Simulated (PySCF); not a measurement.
Species: C4H3N.
Bonds: N1–C2 (triple), C2–C3, C3–C4, C4–C5 (double), C3–C5. Hydrogens: H6 on C3; H7 on C4; H8 on C5.

The closed-shell ground state was solved at several levels (PySCF, density fitting, gas phase, non-relativistic). Isolated species at its PBE0-D3(BJ)/def2-SVP geometry, gas phase.

| level | basis functions | HOMO (eV) | LUMO (eV) | gap (eV) | dipole (D) |
| --- | --- | --- | --- | --- | --- |
| wB97X-D/def2-SVPD | 124 | -10.49 | 0.94 | 11.43 | 4.64 |
| B3LYP/pcJ-1 | 165 | -8.34 | -1.09 | 7.25 | 4.51 |
| B97-2/pcSseg-2 | 222 | -8.32 | -1.02 | 7.30 | 4.60 |

(1) Estimate the row for PBE0/pcSseg-1, a basis of 100 functions; the other rows only guide the guess.

(2) Over all these levels, which gives the widest orbital gap and which the narrowest?

(3) How far do the dipole and the HOMO energy spread over the levels?

## Answers

(1) HOMO -8.59 eV, LUMO -0.86 eV, gap 7.73 eV, dipole 4.52 D.

(2) wB97X-D/def2-SVPD (range-separated hybrid) has the widest, 11.43 eV, and B3LYP/pcJ-1 (global hybrid, 20 % exact exchange) the narrowest, 7.25 eV. Functional and basis both differ between the two, so the spread mixes both effects.

(3) The dipole runs from 4.51 to 4.64 D (mean 4.57 D) and the HOMO from -10.49 to -8.32 eV.
